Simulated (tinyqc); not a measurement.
Worked calculation (part 3 of 3): UKS/PBE in the sto-3g basis, for BH2, spin multiplicity 2. Computed by tinyqc, a small Python program that keeps every step (integrals from PySCF). Command: `OMP_NUM_THREADS=1 python tinyqc.py 29457 29458 out.jsonl` (the two numbers bound the seeds that draw the settings). One thread of a shared host (Intel(R) Xeon(R) Processor @ 2.60GHz), about 3 s of CPU time with the checks.

Geometry (angstrom):
```
atom         x          y         z
B     0.000000   0.000000  0.000000
H     0.000000   1.229000  0.616000
H     0.000000  -1.192000  0.598000
```

## Iteration 20 (converged): orbitals

converged F(alpha) (hartree), order 1B 1s, 1B 2s, 1B 2px, 1B 2py, 1B 2pz, 2H 1s, 3H 1s:
$$\begin{pmatrix}
-6.285579 & -1.897585 & 0.000000 & 0.000211 & -0.000775 & -0.316121 & -0.346480 \\
-1.897585 & -0.838243 & 0.000000 & 0.003777 & -0.012874 & -0.300960 & -0.320369 \\
0.000000 & 0.000000 & -0.010424 & 0.000000 & 0.000000 & 0.000000 & 0.000000 \\
0.000211 & 0.003777 & 0.000000 & -0.072990 & 0.002113 & -0.178517 & 0.186067 \\
-0.000775 & -0.012874 & 0.000000 & 0.002113 & -0.046701 & -0.091333 & -0.094952 \\
-0.316121 & -0.300960 & 0.000000 & -0.178517 & -0.091333 & -0.182814 & -0.060327 \\
-0.346480 & -0.320369 & 0.000000 & 0.186067 & -0.094952 & -0.060327 & -0.196221
\end{pmatrix}$$

converged F(beta) (hartree), order 1B 1s, 1B 2s, 1B 2px, 1B 2py, 1B 2pz, 2H 1s, 3H 1s:
$$\begin{pmatrix}
-6.271178 & -1.890141 & 0.000000 & 0.000207 & -0.006192 & -0.315208 & -0.345481 \\
-1.890141 & -0.780204 & 0.000000 & 0.003943 & -0.068807 & -0.292959 & -0.311792 \\
0.000000 & 0.000000 & 0.030271 & 0.000000 & 0.000000 & 0.000000 & 0.000000 \\
0.000207 & 0.003943 & 0.000000 & -0.043774 & 0.001911 & -0.175130 & 0.182557 \\
-0.006192 & -0.068807 & 0.000000 & 0.001911 & 0.055469 & -0.094111 & -0.097994 \\
-0.315208 & -0.292959 & 0.000000 & -0.175130 & -0.094111 & -0.176673 & -0.059177 \\
-0.345481 & -0.311792 & 0.000000 & 0.182557 & -0.097994 & -0.059177 & -0.190074
\end{pmatrix}$$

X, order 1B 1s, 1B 2s, 1B 2px, 1B 2py, 1B 2pz, 2H 1s, 3H 1s:
$$\begin{pmatrix}
1.031417 & -0.160688 & 0.000000 & 0.000707 & -0.009190 & 0.024955 & 0.025786 \\
-0.160688 & 1.194087 & 0.000000 & -0.009066 & 0.078140 & -0.248553 & -0.268383 \\
0.000000 & 0.000000 & 1.000000 & 0.000000 & 0.000000 & 0.000000 & 0.000000 \\
0.000707 & -0.009066 & 0.000000 & 1.151645 & -0.003858 & -0.245067 & 0.260445 \\
-0.009190 & 0.078140 & 0.000000 & -0.003858 & 1.036934 & -0.118758 & -0.126728 \\
0.024955 & -0.248553 & 0.000000 & -0.245067 & -0.118758 & 1.164116 & -0.015495 \\
0.025786 & -0.268383 & 0.000000 & 0.260445 & -0.126728 & -0.015495 & 1.183938
\end{pmatrix}$$

Diagonalise F' = X^T F X, C = X C', fill 4 alpha and 3 beta electrons from the bottom; D(s) = C_occ C_occ^T. Each column has its largest component positive (the first on a tie).

F' = X^T F X (alpha) (hartree):
$$\begin{pmatrix}
-6.109269 & -1.045748 & 0.000000 & 0.000427 & -0.016755 & -0.022058 & -0.030406 \\
-1.045748 & -0.329055 & 0.000000 & -0.004333 & 0.062397 & -0.186920 & -0.201579 \\
0.000000 & 0.000000 & -0.010424 & 0.000000 & 0.000000 & 0.000000 & 0.000000 \\
0.000427 & -0.004333 & 0.000000 & 0.099018 & -0.001875 & -0.207212 & 0.218777 \\
-0.016755 & 0.062397 & 0.000000 & -0.001875 & -0.004874 & -0.098784 & -0.104836 \\
-0.022058 & -0.186920 & 0.000000 & -0.207212 & -0.098784 & -0.001222 & -0.024927 \\
-0.030406 & -0.201579 & 0.000000 & 0.218777 & -0.104836 & -0.024927 & 0.006106
\end{pmatrix}$$

orbital energies (alpha) (hartree): MO1 -6.293792, MO2 -0.359934, MO3 -0.239948, MO4 -0.084849, MO5 -0.010424, MO6 0.270907, MO7 0.368320

coefficients C (alpha), order 1B 1s, 1B 2s, 1B 2px, 1B 2py, 1B 2pz, 2H 1s, 3H 1s:
$$\begin{pmatrix}
0.988352 & -0.241381 & -0.009328 & 0.132239 & 0.000000 & -0.193795 & 0.027906 \\
0.043812 & 0.683755 & 0.033582 & -0.523312 & 0.000000 & 0.909025 & -0.144609 \\
0.000000 & 0.000000 & 0.000000 & 0.000000 & 1.000000 & 0.000000 & 0.000000 \\
-0.000330 & -0.017709 & 0.497176 & -0.000080 & 0.000000 & 0.134626 & 1.090253 \\
0.003407 & 0.075882 & -0.001405 & 0.813584 & 0.000000 & 0.659948 & -0.091536 \\
-0.008710 & 0.297728 & 0.473909 & 0.249714 & 0.000000 & -0.849595 & -0.628086 \\
-0.009144 & 0.333088 & -0.447487 & 0.240794 & 0.000000 & -0.674541 & 0.856896
\end{pmatrix}$$

F' = X^T F X (beta) (hartree):
$$\begin{pmatrix}
-6.094994 & -1.048560 & 0.000000 & 0.000415 & -0.014505 & -0.021961 & -0.030315 \\
-1.048560 & -0.267343 & 0.000000 & -0.004356 & 0.006604 & -0.186454 & -0.200945 \\
0.000000 & 0.000000 & 0.030271 & 0.000000 & 0.000000 & 0.000000 & 0.000000 \\
0.000415 & -0.004356 & 0.000000 & 0.134386 & -0.002189 & -0.211932 & 0.223730 \\
-0.014505 & 0.006604 & 0.000000 & -0.002189 & 0.097758 & -0.100812 & -0.107071 \\
-0.021961 & -0.186454 & 0.000000 & -0.211932 & -0.100812 & 0.004783 & -0.025621 \\
-0.030315 & -0.200945 & 0.000000 & 0.223730 & -0.107071 & -0.025621 & 0.011997
\end{pmatrix}$$

orbital energies (beta) (hartree): MO1 -6.279078, MO2 -0.336051, MO3 -0.227686, MO4 0.030271, MO5 0.042364, MO6 0.289115, MO7 0.397923

coefficients C (beta), order 1B 1s, 1B 2s, 1B 2px, 1B 2py, 1B 2pz, 2H 1s, 3H 1s:
$$\begin{pmatrix}
0.988632 & -0.223228 & -0.009128 & 0.000000 & 0.169638 & -0.185256 & 0.024669 \\
0.042862 & 0.613971 & 0.031707 & 0.000000 & -0.656167 & 0.874385 & -0.129438 \\
0.000000 & 0.000000 & 0.000000 & 1.000000 & 0.000000 & 0.000000 & 0.000000 \\
-0.000327 & -0.019600 & 0.473282 & 0.000000 & -0.006026 & 0.120221 & 1.102454 \\
0.004545 & 0.160219 & 0.006941 & 0.000000 & 0.754121 & 0.714014 & -0.085716 \\
-0.008654 & 0.325986 & 0.494118 & 0.000000 & 0.262854 & -0.820845 & -0.631344 \\
-0.009083 & 0.367423 & -0.459105 & 0.000000 & 0.255253 & -0.669873 & 0.835937
\end{pmatrix}$$

D(alpha) after iteration 20, order 1B 1s, 1B 2s, 1B 2px, 1B 2py, 1B 2pz, 2H 1s, 3H 1s:
$$\begin{pmatrix}
1.052678 & -0.191260 & 0.000000 & -0.000700 & 0.092652 & -0.051873 & -0.053423 \\
-0.191260 & 0.744424 & 0.000000 & 0.004615 & -0.373772 & 0.088427 & 0.086312 \\
0.000000 & 0.000000 & 0.000000 & 0.000000 & 0.000000 & 0.000000 & 0.000000 \\
-0.000700 & 0.004615 & 0.000000 & 0.247498 & -0.002108 & 0.230327 & -0.228395 \\
0.092652 & -0.373772 & 0.000000 & -0.002108 & 0.667691 & 0.225060 & 0.221779 \\
-0.051873 & 0.088427 & 0.000000 & 0.230327 & 0.225060 & 0.375665 & -0.052689 \\
-0.053423 & 0.086312 & 0.000000 & -0.228395 & 0.221779 & -0.052689 & 0.369258
\end{pmatrix}$$

D(beta) after iteration 20, order 1B 1s, 1B 2s, 1B 2px, 1B 2py, 1B 2pz, 2H 1s, 3H 1s:
$$\begin{pmatrix}
1.027308 & -0.094970 & 0.000000 & -0.000268 & -0.031335 & -0.085835 & -0.086808 \\
-0.094970 & 0.379803 & 0.000000 & 0.002959 & 0.098785 & 0.215442 & 0.210641 \\
0.000000 & 0.000000 & 0.000000 & 0.000000 & 0.000000 & 0.000000 & 0.000000 \\
-0.000268 & 0.002959 & 0.000000 & 0.224380 & 0.000143 & 0.227471 & -0.224484 \\
-0.031335 & 0.098785 & 0.000000 & 0.000143 & 0.025739 & 0.055620 & 0.055640 \\
-0.085835 & 0.215442 & 0.000000 & 0.227471 & 0.055620 & 0.350494 & -0.106999 \\
-0.086808 & 0.210641 & 0.000000 & -0.224484 & 0.055640 & -0.106999 & 0.345859
\end{pmatrix}$$

## Convergence

Stop when the energy changes by less than 1e-10 hartree and every element of the error matrix X^T (F D S - S D F) X (for each spin) is below 3e-06.

Course of the cycle:
```
iteration   E (hartree)     change  largest element of the error matrix
1          -25.37277788          -                             1.52e-01
2          -25.45173902  -7.90e-02                             4.37e-02
3          -25.48776201  -3.60e-02                             1.59e-02
4          -25.49994735  -1.22e-02                             5.07e-03
5          -25.50375899  -3.81e-03                             1.80e-03
6          -25.50492023  -1.16e-03                             5.99e-04
7          -25.50527063  -3.50e-04                             2.18e-04
8          -25.50537599  -1.05e-04                             7.86e-05
9          -25.50540762  -3.16e-05                             3.05e-05
10         -25.50541712  -9.49e-06                             1.24e-05
11         -25.50541996  -2.85e-06                             5.27e-06
12         -25.50542082  -8.55e-07                             2.44e-06
13         -25.50542107  -2.56e-07                             1.14e-06
14         -25.50542115  -7.69e-08                             5.80e-07
15         -25.50542117  -2.31e-08                             2.86e-07
16         -25.50542118  -6.92e-09                             1.53e-07
17         -25.50542118  -2.08e-09                             7.77e-08
18         -25.50542118  -6.23e-10                             4.26e-08
19         -25.50542118  -1.87e-10                             2.21e-08
20         -25.50542118  -5.61e-11                             1.21e-08
```

PySCF UKS in the same basis, fine grid, after a stability check = -25.50566462 hartree

Converged in 20 iterations. The coarse grid moves the energy by +2.43e-04 hartree.

## Populations, bond orders and dipole

overlap S, order 1B 1s, 1B 2s, 1B 2px, 1B 2py, 1B 2pz, 2H 1s, 3H 1s:
$$\begin{pmatrix}
1.000000 & 0.269328 & 0.000000 & 0.000000 & 0.000000 & 0.043789 & 0.048019 \\
0.269328 & 1.000000 & 0.000000 & 0.000000 & 0.000000 & 0.385128 & 0.404467 \\
0.000000 & 0.000000 & 1.000000 & 0.000000 & 0.000000 & 0.000000 & 0.000000 \\
0.000000 & 0.000000 & 0.000000 & 1.000000 & 0.000000 & 0.376599 & -0.390316 \\
0.000000 & 0.000000 & 0.000000 & 0.000000 & 1.000000 & 0.188759 & 0.195813 \\
0.043789 & 0.385128 & 0.000000 & 0.376599 & 0.188759 & 1.000000 & 0.057336 \\
0.048019 & 0.404467 & 0.000000 & -0.390316 & 0.195813 & 0.057336 & 1.000000
\end{pmatrix}$$

Mulliken: Z minus the diagonal of D S on the atom; Loewdin: the same with S^(1/2) D S^(1/2); Mayer order: 2 sum_s sum (D(s) S)_ij (D(s) S)_ji over the two atoms.

Charges (e):
```
atom   Mulliken    Loewdin  Mulliken spin
1B     0.103812   0.104190       0.974198
2H    -0.053388  -0.053528       0.013914
3H    -0.050424  -0.050662       0.011888
```

Mayer bond orders:
```
pair     order
2-1   0.979323
3-1   0.979683
3-2   0.017633
```

dipole moment about the origin, x y z (debye): [0.000000, -0.030235, -0.067180]

<S^2> of the determinant (pure state: 0.75) = 0.750529
